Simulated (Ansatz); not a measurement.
**What a trial cell of Na2Sb3 relaxes into**

Method: DFT PBE, scalar-relativistic, plane waves, PAW in Ansatz 0.2.0. Cutoff 420 eV, Γ-centred k mesh, Gaussian smearing, no spin polarisation in the final step.

Na2Sb3 was placed on the A-type sesquioxide structure type (P-3m1, No. 164), with Na in place of La, Sb in place of O, at a guessed volume.

```
CELL_PARAMETERS angstrom
4.49351 0.00000 0.00000
-2.24676 3.89150 0.00000
0.00000 0.00000 6.99118
ATOMIC_POSITIONS crystal
Na 0.33333 0.66667 0.24500
Na 0.66667 0.33333 0.75500
Sb 0.00000 0.00000 0.00000
Sb 0.33333 0.66667 0.64500
Sb 0.66667 0.33333 0.35500
```

Cell and atoms relax at zero pressure; the relaxation can't lower the symmetry of the start. After a coarse first stage the cell is made exact in the group found at 0.06 Å.

The zero of energy is the elements' standard structures at the same level; no fitted shifts are applied.

Question: Describe the relaxed structure.

Answer: It keeps P-3m1 (No. 164), but not the shape of the type it started on. Conventional cell: a = 5.030 Å, c = 6.463 Å. Around Na lie 8 Sb at 3.05–3.34 Å and 3 Na at 3.45 Å; Sb on Wyckoff site a (1 atom of the primitive cell) has 6 Na at 3.05 Å and 6 Sb at 3.78 Å; Sb on Wyckoff site d (2 atoms of the primitive cell) has 5 Na at 3.12–3.34 Å, 3 Sb at 3.33 Å and 3 Sb at 3.78 Å.

Space group P-3m1 (No. 164). a = 5.030 Å, b = 5.030 Å, c = 6.463 Å, α = 90.00°, β = 90.00°, γ = 120.00°
```csv
atom,site,symmetry,x,y,z
Na,2d,3m.,0.3333,0.6667,0.1434
Sb,1a,-3m.,0.0000,0.0000,0.0000
Sb,2d,3m.,0.3333,0.6667,0.6261
```

Question: What are its volume, energy, density and gap?

Answer: The volume per atom is 28.33 Å³ and the density is 4.82 g/cm³. The energy over the elements is -0.04 eV/atom. The gap on the 12×12×6 mesh is 0 eV (a metal).

The final run used a 12×12×6 mesh on its 5-atom cell and 0.10 eV smearing. The k mesh leaves about 4 meV/atom of noise in metals. Spin–orbit coupling is left out. Symmetry constrained the relaxation, so the result can be a saddle point. The steps took roughly 4 core-minutes in all.